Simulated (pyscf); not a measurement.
## Elimination: H₂P–GaH₂ (SMILES [PH2][GaH2]) → HP=GaH (SMILES [PH]=[GaH]) + H₂ (SMILES [H][H])

Gas phase, singlet surface, charge 0. Bonds broken: P1–H3, Ga2–H5. Bonds formed: H3–H5. PySCF, gas phase, ωB97X-D3(BJ)/def2-SVP geometries.

Transition state (Å):

```xyz
6

P     -0.9880    -0.9002    -1.5090
Ga    -0.6104     0.7106    -0.0509
H     -0.8507    -0.9840     0.4348
H     -2.2113    -1.2109    -0.8437
H     -1.1739    -0.3623     1.2390
H      0.3880     1.7509     0.5161
```

One imaginary mode, 1480i cm⁻¹; descent along it reached the two sides named.

```csv
bond,change,reactant side (Å),saddle,product side
P1–H3,breaks,1.423,1.950,3.6
Ga2–H5,breaks,1.567,1.770,2.8
H3–H5,forms,4.1,1.067,0.762
```

Electronic energies relative to the reactant's lowest minimum found (kcal/mol):

```json
[
 {"level": "ωB97X-D3(BJ)/def2-TZVP", "barrier": "61.6", "reaction energy": "+34.5", "reverse barrier": "27.1"},
 {"level": "PBE/def2-TZVP", "barrier": "48.4", "reaction energy": "+27.8", "reverse barrier": "20.6"},
 {"level": "r²SCAN/def2-TZVP", "barrier": "52.1", "reaction energy": "+30.7", "reverse barrier": "21.4"},
 {"level": "B3LYP-D3(BJ)/def2-TZVP", "barrier": "55.7", "reaction energy": "+29.9", "reverse barrier": "25.9"},
 {"level": "PBE0-D3(BJ)/def2-TZVP", "barrier": "54.2", "reaction energy": "+32.5", "reverse barrier": "21.6"},
 {"level": "M06-2X/def2-TZVP", "barrier": "56.2", "reaction energy": "+29.6", "reverse barrier": "26.6"},
 {"level": "ωB97M-D3(BJ)/def2-TZVP", "barrier": "59.0", "reaction energy": "+32.7", "reverse barrier": "26.3"},
 {"level": "HF/def2-TZVP", "barrier": "76.1", "reaction energy": "+37.9", "reverse barrier": "38.2"}
]
```

With ωB97M-D3(BJ)/def2-TZVP energies and thermal terms (ideal gas, 1 atm, RRHO with modes under 100 cm⁻¹ raised to 100, one conformer, R ln 2 for chiral ones without a mode under 150 cm⁻¹), in kcal/mol:

```csv
T (K),ΔH‡,ΔG‡,ΔH,ΔG
298,56.8,57.2,+30.2,+22.3
600,56.3,57.8,+30.7,+14.0
900,55.9,58.6,+30.5,+5.7
1200,55.5,59.6,+29.8,-2.4
```

At the saddle there is also a short Ga–H contact that neither side keeps. HP=GaH lies 17.6 kcal/mol over its isomer H₂P–Ga [singlet] (electronic energy, ωB97M-D3(BJ)/def2-TZVP). One saddle was located; it need not be the lowest between these sides. Elements up to Kr have no core potential and no relativistic terms here.
